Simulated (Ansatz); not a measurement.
Relaxation of BFH$_{4}$S (7 atoms, charge 0, multiplicity 1), to a largest force component of 0.03 eV/Å in at most 50 steps.

Computed with RKS PBE0-D4/def2-SVP in Ansatz 0.2.0.

```xyz
7
Properties=species:S:1:pos:R:3
B 0.067 -0.492 -0.371
F -0.163 0.129 2.060
H 1.066 0.169 -0.469
H -1.039 -0.106 -0.629
S 0.358 -2.282 0.010
H -0.929 -2.695 -0.029
H 0.114 -0.753 2.095
```

Task: Where does it end, and by what steps?

Result: The forces met the threshold. After 10 steps the energy has fallen by 0.048 eV; H7 moved furthest, 0.13 Å.

```json
{"step": "0", "energy less start (eV)": "0.0000", "largest force component (eV/Å)": "1.128", "accepted": "yes"}
{"step": "1", "energy less start (eV)": "-0.0334", "largest force component (eV/Å)": "0.558", "accepted": "yes"}
{"step": "2", "energy less start (eV)": "-0.0401", "largest force component (eV/Å)": "0.341", "accepted": "yes"}
{"step": "3", "energy less start (eV)": "-0.0434", "largest force component (eV/Å)": "0.359", "accepted": "yes"}
{"step": "4", "energy less start (eV)": "-0.0448", "largest force component (eV/Å)": "0.149", "accepted": "yes"}
{"step": "5", "energy less start (eV)": "-0.0478", "largest force component (eV/Å)": "0.075", "accepted": "yes"}
{"step": "6", "energy less start (eV)": "-0.0482", "largest force component (eV/Å)": "0.042", "accepted": "yes"}
{"step": "7", "energy less start (eV)": "-0.0482", "largest force component (eV/Å)": "0.040", "accepted": "yes"}
{"step": "8", "energy less start (eV)": "-0.0483", "largest force component (eV/Å)": "0.030", "accepted": "yes"}
{"step": "9", "energy less start (eV)": "-0.0482", "largest force component (eV/Å)": "0.020", "accepted": "no"}
{"step": "10", "energy less start (eV)": "-0.0483", "largest force component (eV/Å)": "0.009", "accepted": "yes"}
```

```xyz
7
Properties=species:S:1:pos:R:3
B 0.073 -0.499 -0.402
F -0.166 0.070 2.163
H 1.065 0.171 -0.502
H -1.027 -0.113 -0.684
S 0.356 -2.206 0.067
H -0.922 -2.648 0.046
H 0.093 -0.804 1.979
```

Whether the end is a true minimum wasn't checked by a vibrational analysis.

Time of the run: 23 s on 1 thread of Arm Neoverse V1 (shared host), peak memory 0.13 GiB.
